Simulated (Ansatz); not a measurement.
AlSiH$_{6}$F, singlet: at a first-order saddle point.

in.yaml

```yaml
crystal:
  periodic: [false, false, false]
  atoms:
    - {symbol: Al, position_ang: [-0.976571, -0.373839, -1.152981]}
    - {symbol: F, position_ang: [-0.815113, -0.651189, 0.639269]}
    - {symbol: H, position_ang: [-0.748681, -1.724775, -1.936664]}
    - {symbol: H, position_ang: [-2.086587, 0.703749, -1.459481]}
    - {symbol: Si, position_ang: [0.770910, 0.272235, 0.909538]}
    - {symbol: H, position_ang: [0.520588, 0.359738, -0.799856]}
    - {symbol: H, position_ang: [2.194919, 0.186349, 0.476240]}
    - {symbol: H, position_ang: [0.794968, -0.445655, 2.214380]}
    - {symbol: H, position_ang: [0.345367, 1.673487, 1.109455]}
basis:
  gaussian: {orbitals: def2-TZVPP}
hamiltonian: {xc: pbe0, dispersion: d4}
output: {orbitals: {seedname: orbitals}}
```

Command:

```bash
ansatz run in.yaml --threads 2 --pin off --events-out ev --progress --plain --max-ram 4352MiB
```

Output of Ansatz 0.2.0:

```
Functional definition: PBE0
  name "PBE0"
  cite "Adamo & Barone, J. Chem. Phys. 110, 6158 (1999) doi:10.1063/1.478522"
  cite "Perdew, Burke & Ernzerhof, Phys. Rev. Lett. 77, 3865 (1996) doi:10.1103/PhysRevLett.77.3865"
  parent pbe
  parameter a = 0.25
  parameter kappa = 0.804
  parameter beta = 0.06672455060314922
  exchange = (1 - a)*pbe_x(kappa = kappa, mu = beta*pi^2/3) + a*exact_x
  correlation = pbe_c(beta = beta)
1101 factors; their error is unknown
mean field evaluation 1: about -17280.8406 eV, gradient 2.8e1 eV
mean field evaluation 2: about -17279.9591 eV, gradient 4.0e1 eV
mean field evaluation 4: about -17282.0962 eV, gradient 6.4e-1 eV
mean field evaluation 8: about -17282.1323 eV, gradient 1.8e-1 eV
mean field -17282.13237820 eV, -635.1066506489 hartree, gradient 2.5e-5 eV, S^2 0.000000; 0 other end points of the search recorded, 0 dependent functions left out
reference -17282.13241472 eV, -635.1066519909 hartree; 21, 21 occupied and 178, 178 virtual orbitals, 1101 factors
Total energy: -17282.25975263 eV, -635.1113315728 hartree
```

The lines “mean field evaluation” count trial sets of orbitals through the whole run, from several starts and some on an approximate energy, so they need not fall steadily or lie above the final value.

Hardware: 2 CPU threads of an Arm Neoverse V1, shared host. Wall time about 3.1 s.
